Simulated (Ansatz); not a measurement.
# B3H (quintet): wave-function methods side by side, cc-pVDZ

How much of the correlation energy of B3H (quintet) does each wave-function method recover here?

Method: cc-pVDZ, core rule «outside noble gas», up to 3 orbitals frozen; program: Ansatz 0.2.0, Gaussian basis.

Plan: UHF; CCSD(T) on ROHF; CCSD(T) on UHF; BCCD(T) on ROHF; CISD; CCSDT(Q) on ROHF; CCSDT(Q) on UHF.

25 further runs of the same task are left out: 9 that didn't finish, 16 set aside as unsound or not needed.

### 1 The system

The geometry is a PBE0/def2-TZVP stationary point (not a proven minimum) of the parent state, kept for this charge and spin.

4 atoms, charge 0, spin multiplicity 5.

Atoms are counted from 1 here; the program's logs count them from 0.

Bond lengths: B1–B2 1.556 Å, B1–B3 1.548 Å, B2–B3 1.853 Å, B2–H4 1.183 Å. Angles: B2–B1–B3 73.3°, B1–B2–B3 53.2°, B1–B2–H4 169.4°, B3–B2–H4 137.4°, B1–B3–B2 53.5°.

### 2 UHF

Contents of in.yaml:

```yaml
crystal:
  periodic: [false, false, false]
  atoms:
    - {symbol: B, position_ang: [0.000000, -0.796508, -0.346642]}
    - {symbol: B, position_ang: [0.000000, 0.061998, 0.950518]}
    - {symbol: B, position_ang: [0.000000, 0.685766, -0.794078]}
    - {symbol: H, position_ang: [0.000000, 0.522819, 2.040076]}
basis:
  gaussian: {orbitals: cc-pVDZ}
magnetization: {spin_polarized: true, initial_magnetization: 4}
hamiltonian: {xc: hf}
output: {orbitals: {seedname: orbitals}}
```

Run with:

```bash
$ ansatz run in.yaml --threads 1 --pin off --events-out ev --progress --plain --max-ram 2393MiB
```

Further steps of the session: CCSD(T) on ROHF; CCSD(T) on UHF; BCCD(T) on ROHF; CISD; CCSDT(Q) on ROHF; CCSDT(Q) on UHF.

Q: Predict the results of all the runs planned. Wanted: UCCSDT(Q) below the RHF energy; RMP2 from UCCSDT(Q); UMP2 from UCCSDT(Q); RCCSD from UCCSDT(Q); RCCSD(T) from UCCSDT(Q); UCCSD(T) from UCCSDT(Q); RCCSDT(Q) from UCCSDT(Q); T1 diagnostic.

The runs gave:

| quantity | value |
| --- | --- |
| UCCSDT(Q) below the RHF energy | -5.6763 eV |
| RMP2 from UCCSDT(Q) | +1212.5 meV |
| UMP2 from UCCSDT(Q) | +1224.0 meV |
| RCCSD from UCCSDT(Q) | +296.3 meV |
| RCCSD(T) from UCCSDT(Q) | +62.8 meV |
| UCCSD(T) from UCCSDT(Q) | +62.0 meV |
| RCCSDT(Q) from UCCSDT(Q) | +1.7 meV |
| levels within 1 kcal/mol (43 meV) | RCCSDT, UCCSDT, RCCSDT(Q) |
| T1 diagnostic | 0.034 |

RCCSD(T) misses by +62.8 meV, 1.1 % of the correlation energy. These misses are within one basis, not against nature; the frozen cores of restricted and unrestricted runs differ, which can shift their rows.
